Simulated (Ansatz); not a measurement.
# C2H2F (SMILES C=[C]F) at UCCSDTQ/STO-3G

What is the energy change on altering one bond length of C2H2F at UCCSDTQ/STO-3G? 

The results are computed with Ansatz 0.2.0.

52 further runs of the same task are left out: 1 that didn't finish, 51 set aside as unsound or not needed.

## Step 1: The structure to begin with

The species is C2H2F (5 atoms), meant as a doublet with charge 0. As SMILES, `C=[C]F`. The coordinates come from a PBE0-D4/def2-TZVP relaxation.

Bond lengths: C1–C2 1.309 Å, C2–F3 1.302 Å, C1–H4 1.087 Å, C1–H5 1.080 Å. Angles: C1–C2–F3 130.3°, C2–C1–H4 120.7°, C2–C1–H5 119.9°, H4–C1–H5 119.4°.

## Step 2: A single-point energy at UCCSDTQ/STO-3G

The input, molecule.yaml:

```yaml
crystal:
  periodic: [false, false, false]
  atoms:
    - symbol: C
      position_ang: [0.488200, -0.200400, 0.008400]
    - symbol: C
      position_ang: [-0.592700, 0.393700, 0.447100]
    - symbol: F
      position_ang: [-1.725600, 0.629500, -0.148900]
    - symbol: H
      position_ang: [0.534700, -0.590400, -1.005400]
    - symbol: H
      position_ang: [1.345200, -0.306200, 0.657500]
basis:
  gaussian: {orbitals: STO-3G}
magnetization: {spin_polarized: true, initial_magnetization: 1}
accuracy: high
scf: {omitted_lower_state_checks: [cluster_reference, increment]}
correlation: {method: ccsdtq, frozen_orbitals: {C: 1, F: 1, H: 0}}
```

Run with:

```sh
$ ansatz run molecule.yaml --threads 1 --pin off --max-ram 2610MiB --events-out events.jsonl --progress --plain --runs-dir runs
```

The log of the run (excerpt; [...] marks lines left out):

```text
Warning: RAYON_NUM_THREADS=1 ignored (pool sized by the plan → 1); use --threads N
Functional definition: HF
  name "HF"
[...]
294 factors; integrals over basis functions are off by at most 4.1e-8 eV
[...]
mean field -4731.96535767 eV, -173.8965194532 hartree, gradient 4.9e-8 eV, S^2 1.060361; 1 other end points of the search recorded, 0 dependent functions left out
3 core orbitals not correlated: weight in the atoms' cores, before any rotation towards them, 1.000 or more for the frozen orbitals, at most 0.000 for the correlated occupied ones
reference -4731.96535767 eV, -173.8965194532 hartree; 9, 8 occupied and 5, 6 virtual orbitals, 294 factors
second order -2.71637897 eV of doubles, -0.00000000 eV of singles
cycle   1  -3.24651079 eV  change   -5.3e-1 eV  update   9.3e-2
[...]
cycle  35  -4.14931448 eV  change   6.2e-10 eV  update  9.3e-10
Total energy: -4736.11467215 eV, -174.0490039477 hartree
Checks for a lower state left out: cluster_reference, increment
```

It took 49 s on 1 thread of AMD EPYC 9R45 (Zen 5), shared host; peak memory 0.57 GiB.

## Step 3: The distorted shape at the same level

The input, molecule.yaml:

```yaml
crystal:
  periodic: [false, false, false]
  atoms:
    - symbol: C
      position_ang: [0.758440, -0.348933, -0.101281]
    - symbol: C
      position_ang: [-0.592700, 0.393700, 0.447100]
    - symbol: F
      position_ang: [-1.725600, 0.629500, -0.148900]
    - symbol: H
      position_ang: [0.804940, -0.738933, -1.115081]
    - symbol: H
      position_ang: [1.615440, -0.454733, 0.547819]
basis:
  gaussian:
    orbitals: STO-3G
magnetization:
  spin_polarized: true
  initial_magnetization: 1
correlation:
  method: ccsdtq
  frozen_orbitals: {C: 1, F: 1, H: 0}
accuracy: high
scf:
  omitted_lower_state_checks: [cluster_reference, increment]
```

Run with:

```sh
$ ansatz run molecule.yaml --threads 1 --pin off --max-ram 2610MiB --events-out events.jsonl --progress --plain --runs-dir runs
```

The log of the run:

```text
Warning: RAYON_NUM_THREADS=1 ignored (pool sized by the plan → 1); use --threads N
[... 13 lines left out ...]
3 core orbitals not correlated: weight in the atoms' cores, before any rotation towards them, 1.000 or more for the frozen orbitals, at most 0.000 for the correlated occupied ones
[... 53 lines left out ...]
Total energy: -4734.79742531 eV, -174.0005960192 hartree
Checks for a lower state left out: cluster_reference, increment
```

Run time: 58 s. Hardware: 1 thread of AMD EPYC 9R45 (Zen 5), shared host; peak memory 0.57 GiB.

## Step 4: Results

Level: UCCSDTQ/STO-3G, 3 core orbitals frozen.

| quantity | value |
| --- | --- |
| first shape: total energy | -174.04900 Eh |
| first shape: correlation energy (3 core orbitals frozen) | -152.5 mEh |
| first shape: ⟨S²⟩ of the reference determinant | 1.060 |
| first shape: T1 diagnostic | 0.047 |
| distorted shape: total energy | -174.00060 Eh |
| distorted shape: correlation energy (3 core orbitals frozen) | -145.2 mEh |
| distorted shape: ⟨S²⟩ of the reference determinant | 1.587 |
| distorted shape: T1 diagnostic | 0.071 |
| energy change with the C1–C2 bond stretched from 1.309 to 1.636 Å | 1.317 eV |

What this shows: With the C1–C2 bond stretched from 1.309 to 1.636 Å the energy rises by 1.32 eV (127 kJ/mol). The first shape isn't relaxed at this level, so the change isn't measured from a minimum. The minimal basis adds a large error of its own. ⟨S²⟩ (first shape) is 1.06 where a pure doublet has 0.75: the reference is spin-contaminated. ⟨S²⟩ (distorted shape) is 1.59 where a pure doublet has 0.75: the reference is spin-contaminated.
